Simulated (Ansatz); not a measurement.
Geometry optimisation, RKS PBE-D4/6-31G* in Ansatz.

Input:

```yaml
crystal:
  periodic: [false, false, false]
  atoms:
    - { symbol: B, position_ang: [0.0, 0.0, 0.0] }
    - { symbol: Cl, position_ang: [0.0, 0.0, 2.21] }
    - { symbol: H, position_ang: [1.0305, 0.0, -0.595] }
    - { symbol: H, position_ang: [-1.0305, 0.0, -0.595] }
    - { symbol: P, position_ang: [0.0924, -2.0952, 0.6969] }
    - { symbol: H, position_ang: [-0.6759, -2.9172, -0.1694] }
    - { symbol: H, position_ang: [1.442, -2.5368, 0.6936] }
    - { symbol: H, position_ang: [0.0567, -1.2871, 1.8353] }
basis:
  gaussian: { orbitals: "6-31G*" }
hamiltonian:
  xc: pbe
  dispersion: d4
relax:
  f_tol: 0.15
  max_steps: 25
  restrain:
    - { distance: [0, 4], at: 1.91, k: 30.0 }
    - { distance: [7, 1], at: 1.37, k: 30.0 }
    - { distance: [0, 1], at: 3.06, k: 30.0 }
    - { distance: [7, 4], at: 2.62, k: 30.0 }
output:
  orbitals: {}
```

Launched with:

```bash
$ ansatz run input.yaml --threads 1 --pin off --max-ram 2048MiB --backend cpu --events-out ev --progress --plain --runs-dir out
```

Q: Where does it end, and by what steps?

A: It converged. The restraints hold the end off the free minimum; the threshold counts their pulls, which the force column leaves out. Restrained pairs: B1–P5 (2.21 → 1.90 Å), Cl2–H8 (1.34 → 1.34 Å), B1–Cl2 (2.21 → 3.06 Å), P5–H8 (1.40 → 2.62 Å). After 10 steps the energy has fallen by 2.562 eV (the restraints' own energy left out); H8 moved furthest, 0.90 Å.

```csv
step,energy less start (eV),largest force component (eV/Å),accepted
0,0.0000,7.033,yes
1,-1.0430,3.563,yes
2,-1.3304,3.577,yes
3,-1.7881,2.500,yes
4,-2.1543,1.114,yes
5,-2.2460,1.079,yes
6,-2.3684,1.008,yes
7,-2.4431,0.957,yes
8,-2.5422,0.824,yes
9,-2.5537,0.712,yes
10,-2.5624,0.789,yes
```

```xyz
8
Properties=species:S:1:pos:R:3
B 0.109 -0.525 -0.257
Cl -0.164 0.552 2.598
H 1.104 0.145 -0.320
H -0.965 -0.070 -0.550
P 0.210 -2.292 0.442
H -0.729 -3.046 -0.323
H 1.429 -2.817 -0.081
H -0.079 -0.784 2.567
```

Run time: 24 s on 1 thread of Arm Neoverse V1 (shared host), peak memory 0.12 GiB.
